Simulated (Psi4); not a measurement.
Psi4 input (wB97X-D/6-31G*):

```
memory 1500 MB

molecule {
-1 1
C    -0.01250278   -0.16829834    1.14391076
N     0.06210633    0.65089648    0.00291556
C    -0.01858037   -0.15746407   -1.14536995
H     0.80260144   -0.95701479    1.22954715
H     0.04682900    0.42338074    2.07234418
H    -0.96149308   -0.78871542    1.23502697
H     0.79603786   -0.94531417   -1.24279419
H     0.03583597    0.44297756   -2.06846351
H    -0.96805666   -0.77701480   -1.23731438
symmetry c1
no_reorient
no_com
}

set {
  basis 6-31G*
  reference rks
  scf_type pk
  dft_radial_points 99
  dft_spherical_points 590
  e_convergence 1e-8
  d_convergence 1e-7
  maxiter 150
}

e = energy('wb97x-d')
print_out(f'\nFINAL {e:.10f} DIPOLE {variable("CURRENT DIPOLE")[0]:.6f} {variable("CURRENT DIPOLE")[1]:.6f} {variable("CURRENT DIPOLE")[2]:.6f}\n')
```

From the last part of the output:

```
    Orbital Energies [Eh]
    ---------------------

    Doubly Occupied:

       1A    -14.099544     2A    -10.079945     3A    -10.079933
       4A     -0.701132     5A     -0.546211     6A     -0.436929
       7A     -0.289926     8A     -0.277919     9A     -0.265430
      10A     -0.216233    11A     -0.190664    12A     -0.049272
      13A      0.022905

    Virtual:

      14A      0.378499    15A      0.423158    16A      0.440374
      17A      0.466124    18A      0.471007    19A      0.477998
      20A      0.513812    21A      0.622036    22A      0.871988
      23A      0.881203    24A      0.913611    25A      0.920499
      26A      0.940033    27A      1.071679    28A      1.111862
      29A      1.128000    30A      1.166545    31A      1.171445
      32A      1.179861    33A      1.223858    34A      1.240317
      35A      1.250534    36A      1.297162    37A      1.320848
      38A      1.690413    39A      1.758363    40A      1.822003
      41A      1.851902    42A      1.897238    43A      2.174958
      44A      2.351084    45A      2.371864    46A      2.415183
      47A      2.466583    48A      2.506485    49A      2.568552
      50A      2.680550    51A      2.860419    52A      2.860738
      53A      3.019031    54A      3.177129    55A      4.214206
      56A      4.551894    57A      4.617027

    Final Occupation by Irrep:
              A
    DOCC [    13 ]
    NA   [    13 ]
    NB   [    13 ]

  @RKS Final Energy:  -134.44820684484938

   => Energetics <=

    Nuclear Repulsion Energy =             77.3087329066819962
    One-Electron Energy =                -339.8460334596596795
    Two-Electron Energy =                 141.8004088607982851
    DFT Exchange-Correlation Energy =     -13.7090302555038388
    Empirical Dispersion Energy =          -0.0022848971661439
    VV10 Nonlocal Energy =                  0.0000000000000000
    Total Energy =                       -134.4482068448493806

Computation Completed

Properties will be evaluated at   0.000000,   0.000000,   0.000000 [a0]

Properties computed using the SCF density matrix

 Multipole Moments:

 ------------------------------------------------------------------------------------
     Multipole            Electronic (a.u.)      Nuclear  (a.u.)        Total (a.u.)
 ------------------------------------------------------------------------------------

 L = 1.  Multiply by 2.5417464519 to convert [e a0] to [Debye]
 Dipole X            :         -0.0501695           -0.0000001           -0.0501696
 Dipole Y            :         -0.5257949            0.0000000           -0.5257948
 Dipole Z            :         -0.0023552            0.0000000           -0.0023552
 Magnitude           :                                                    0.5281882

 ------------------------------------------------------------------------------------

FINAL -134.4482068448 DIPOLE -0.050170 -0.525795 -0.002355

*** Psi4 exiting successfully. Buy a developer a beer!
```

The dipole moment of an ion depends on the origin.
